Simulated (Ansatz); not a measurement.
Species: CHCl₂, charge -1, multiplicity 1. It need not be the lowest isomer of its formula. Whether it binds its extra electron was not tested at this geometry. 
Coordinates optimised at B3LYP-D3(BJ)/def2-TZVP (Ansatz, a program for electronic structure):
```xyz
4

C     -0.1830     0.0048     0.9555
Cl     0.0201     1.5331    -0.2129
Cl    -0.0058    -1.5346    -0.2026
H      0.8548    -0.0027     1.3294
```
Charge -1, spin multiplicity 1.

Basis-set convergence of Hartree-Fock and MP2 correlation energies (hartree) with Ansatz. Correlated levels leave the core frozen unless marked. Spin-orbit coupling is left out. Non-relativistic. This anion needs diffuse functions, which these sets lack.

```json
[
 {"basis": "cc-pV(D+d)Z", "functions": "65", "E(HF)": "-957.41165", "E(corr, MP2)": "-0.41319"},
 {"basis": "cc-pV(T+d)Z", "functions": "122", "E(HF)": "-957.45445", "E(corr, MP2)": "-0.55465"},
 {"basis": "cc-pV(Q+d)Z", "functions": "213", "E(HF)": "___", "E(corr, MP2)": "___"}
]
```

**Question.** Some entries are withheld; supply them.

**Answer.** 
- cc-pV(Q+d)Z, E(HF): -957.46624
- cc-pV(Q+d)Z, E(corr, MP2): -0.60797
